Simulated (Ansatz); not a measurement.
**fcc Cu**

All values below come from PBEsol (Ansatz, a program for electronic structure, plane waves, PAW).

Settings: plane-wave cutoff 500 eV, 22×22×1 k mesh (along the axes of the cell as run), Fermi–Dirac smearing 0.1 eV, scalar-relativistic PAW data made under PBE.

Cell: relaxed at this level.

- surface energy of the (100) face = 1.84 J/m²
- work function of the (100) face = 4.68 eV

The slab of 8 atoms is relaxed and unreconstructed.
